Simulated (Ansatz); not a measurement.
Reaction (SMILES): P (PH3) → PH3+ (doublet, bonded as P) + e-
B3LYP-D3(BJ)/def2-TZVP geometries, fixed; electronic energies without zero-point terms.
Largest species:
```
P
H 1 1.4188
H 1 1.4188 2 93.38
H 1 1.4188 2 93.38 3 93.59
```
Charge 0, spin multiplicity 1.

Effect of a fitting basis named in the input at HF/aug-cc-pV(Q+d)Z with Ansatz (a first-principles code), against the last row, where the adiabatic ionisation energy is 8.54 eV. Open shells are unrestricted. The default fits or decomposes integrals by the program's own choice; accuracy: high also tightens integrals, grids and stops.

```
setting                        largest shift of a total energy (mEh)  shift of the adiabatic ionisation energy (eV)
-----------------------------  -------------------------------------  ---------------------------------------------
fitting: def2-SV(P)-JKFIT                                      0.006                                          0.000
fitting: def2-universal-JKFIT                                  0.006                                          0.000
fitting: cc-pVTZ-JKFIT                                         0.047                                          0.000
fitting: cc-pVQZ-JKFIT                                         0.052                                          0.000
fitting: cc-pV5Z-JKFIT                                         0.047                                          0.000
accuracy: high                                                -0.005                                          0.000
accuracy: medium (default)                                     0.000                                          0.000
```

Within 0.002 eV in the adiabatic ionisation energy: fitting: def2-SV(P)-JKFIT; fitting: def2-universal-JKFIT; fitting: cc-pVTZ-JKFIT; fitting: cc-pVQZ-JKFIT; fitting: cc-pV5Z-JKFIT; accuracy: high. The largest shift is 0.052 mEh in a total energy and 0.000 eV in the difference.
